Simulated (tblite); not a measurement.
# C2H7Al: the cost of one run

Computed with tblite 0.8.0 and PySCF 2.14.0; each step states its level. No surroundings beyond the atoms listed, unless a continuum is named. Atoms count from 0, parts from 1.

## (1) Starting point

10 atoms, charge 0, multiplicity 1; geometry: rigid parts in contact. Parts: 1 = atoms 0–3, `[AlH3]`, charge 0; 2 = atoms 4–9, `C=C`, charge 0.

## (2) Search for minima with GFN2-xTB

What the job is given:

```
{"job": {"kind": "dock", "xc": "GFN2-xTB", "basis": "xTB"}, "charge": 0, "multiplicity": 1, "parts": [{"atoms": "0-3", "charge": 0, "multiplicity": 1}, {"atoms": "4-9", "charge": 0, "multiplicity": 1}]}
Al    -0.000125     0.000563     0.000370
H      0.245938    -1.123665    -1.041976
H      0.977144     1.204385     0.087373
H     -1.222957    -0.081283     0.954233
C      1.182355     0.237389     4.206724
C      1.433349     0.439823     2.930506
H      1.755266     0.715901     4.984296
H      0.391823    -0.416381     4.536963
H      0.860689    -0.038768     2.153113
H      2.223436     1.094367     2.600632
```

Level: GFN2-xTB search for minima from random contacts, gas phase.

Started as:

```bash
$ OMP_NUM_THREADS=1 python cluster_run.py task.json out
```

The driver reads the jobs from task.json and runs them one after another.

**Question.** How long does this first job take on 1 thread of AMD EPYC 9R45, shared host?

About 2.1 s.
